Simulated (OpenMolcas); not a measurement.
# H2O (water) at HF/cc-pVQZ (RICD fitting, fitting threshold 1e-06)

What is the vertical electron affinity of H2O (water) at HF/cc-pVQZ (RICD fitting, fitting threshold 1e-06)? 

Program for the calculation: OpenMolcas 26.06.

## 1. The molecule

H2O: 3 atoms, total charge 0, spin state singlet. As SMILES, `O`. The shape is that of a PBE0-D4/def2-TZVP optimisation.

Bond lengths: O1–H2 0.960 Å, O1–H3 0.960 Å. Angles: H2–O1–H3 105.1°.

## 2. Energy and gradient at HF/cc-pVQZ (RICD fitting, fitting threshold 1e-06)

geom.xyz reads:

```xyz
3

O     -0.302700     0.200200    -0.140600
H      0.466500     0.548400     0.315300
H     -0.163800    -0.748600    -0.174700
```

job.input reads:

```
&GATEWAY
 BASLIB
 $CurrDir
 COORD
 geom.xyz
 BASIS
 cc-pVQZ
 GROUP
 NoSym
 RICD
 ACD
 CDTHRESHOLD
 1e-06

&SEWARD

&SCF
 PRORBITALS
 1 1

&ALASKA
```

The basis set cc-pVQZ is read from a file made from the Basis Set Exchange's data (not shown).

The run is started by

```sh
$ export MOLCAS_MEM=1860
$ pymolcas job.input > job.log
```

What it wrote:

```text
--- Start Module: gateway ---
[...]
--- Stop Module: gateway /rc=_RC_ALL_IS_WELL_ ---
[...]
      Basis functions          115
[...]
--- Start Module: scf ---
[...]
       Convergence after   9 Iterations
[...]
::    Total SCF energy                                -76.0646793825
[...]
      Total spin, S                                     0.0000000000
[...]
      Total electronic charge=   10.000000
      Total            charge=   -0.000000
[...]
      Dipole Moment (debye):
      Origin of the operator (angstrom)=   -0.2519    0.1666   -0.1170
                   X=  1.5557E+00               Y= -1.0290E+00               Z=  7.2261E-01           Total=  2.0003E+00
      Quadrupole Moment (debye*angstrom):
[...]
--- Stop Module: scf /rc=_RC_ALL_IS_WELL_ ---
[...]
--- Start Module: alaska ---
[...]
 *              Molecular gradients               *
 **************************************************
  Irreducible representation: a
 ------------------------------------------------------------------------------------------
                              X                       Y                       Z
 ------------------------------------------------------------------------------------------
  O1               -2.12197857089107E-02    1.39967940715375E-02   -9.86062273064192E-03
  H2                1.74619129302069E-02    7.07428930195197E-03    1.02540096720145E-02
  H3                3.75787277875816E-03   -2.10710833737968E-02   -3.93386941419105E-04
 ------------------------------------------------------------------------------------------
--- Stop Module: alaska /rc=_RC_ALL_IS_WELL_ ---
[...]
```

It took 6.3 s on 1 thread of Arm Neoverse V2, shared host; peak memory 0.22 GiB.

## 3. The doublet anion

geom.xyz is that of step 2.

job.input reads:

```
>>> EXPORT MOLCAS_PRINT=2

&GATEWAY
 BasLib = $CurrDir
 Coord = geom.xyz
 Basis = cc-pVQZ
 Group = NoSym
 RICD
 aCD
 CDThreshold = 1e-06

&SEWARD

&SCF
 UHF
 Charge = -1
 Spin = 2
 PrOrbitals = 1 1

&ALASKA
```

The basis set cc-pVQZ is read from a file made from the Basis Set Exchange's data (not shown).

The run is started by

```sh
$ export MOLCAS_MEM=1860
$ pymolcas job.input > job.log
```

What it wrote:

```text
--- Start Module: gateway ---
[...]
--- Stop Module: gateway /rc=_RC_ALL_IS_WELL_ ---
[...]
      Basis functions          115
[...]
--- Start Module: scf ---
[...]
       Convergence after  15 Iterations
[...]
::    Total SCF energy                                -75.9518549798
[...]
      Total spin, S                                     0.5011726792
[...]
      Total electronic charge=   11.000000
      Total            charge=   -1.000000
[...]
      Dipole Moment (debye):
      Origin of the operator (angstrom)=   -0.2519    0.1666   -0.1170
                   X= -8.6249E-01               Y=  5.6977E-01               Z= -4.0069E-01           Total=  1.1086E+00
      Center of Charge (angstrom)
[...]
--- Stop Module: scf /rc=_RC_ALL_IS_WELL_ ---
[...]
--- Start Module: alaska ---
[...]
 *              Molecular gradients               *
 **************************************************
  Irreducible representation: a
 ------------------------------------------------------------------------------------------
                              X                       Y                       Z
 ------------------------------------------------------------------------------------------
  O1                1.16300659601740E-02   -7.72071102906668E-03    5.39868571213753E-03
  H2               -6.08118016027248E-03    3.29193488057689E-03   -2.90863642469374E-03
  H3               -5.54888580022239E-03    4.42877614314918E-03   -2.49004928894470E-03
 ------------------------------------------------------------------------------------------
--- Stop Module: alaska /rc=_RC_ALL_IS_WELL_ ---
[...]
```

Wall time 9.6 s (1 thread of Arm Neoverse V2, shared host); peak memory 0.22 GiB.

## 4. What came out

At HF/cc-pVQZ (RICD fitting, fitting threshold 1e-06):

| quantity | value |
| --- | --- |
| singlet H2O: total energy | -76.06468 Eh |
| singlet H2O: dipole moment | 2.00 D |
| singlet H2O: HOMO energy | -13.82 eV |
| singlet H2O: LUMO energy | 3.18 eV |
| singlet H2O: HOMO–LUMO gap | 17.00 eV |
| singlet H2O: largest force on an atom | 1.402 eV/Å |
| doublet anion: total energy | -75.95185 Eh |
| doublet anion: HOMO energy (highest over α and β) | 2.94 eV |
| doublet anion: LUMO energy (lowest over α and β) | 9.21 eV |
| doublet anion: ⟨S²⟩ | 0.752 |
| doublet anion: largest force on an atom | 0.770 eV/Å |
| vertical electron affinity (to the doublet anion) | -3.070 eV |

What this shows: The anion lies 3.07 eV (296 kJ/mol) above the neutral: the electron isn't bound at this level, and such a value depends on the basis. Without diffuse functions anions come out too high. Hartree–Fock misses the correlation that binds many anions. The largest force (singlet H2O) is 1.40 eV/Å: the shape isn't a stationary point for this species at this level. Mulliken charges (singlet H2O) run from -0.53 on O1 to +0.26 on H2; in a basis this large or diffuse they mean little. Mulliken charges (doublet anion) run from -0.39 on H2 to -0.22 on O1; in a basis this large or diffuse they mean little. The HOMO (doublet anion) lies at positive energy, 2.94 eV: the electron is unbound at this level or held by a compact basis; values depend on the basis.
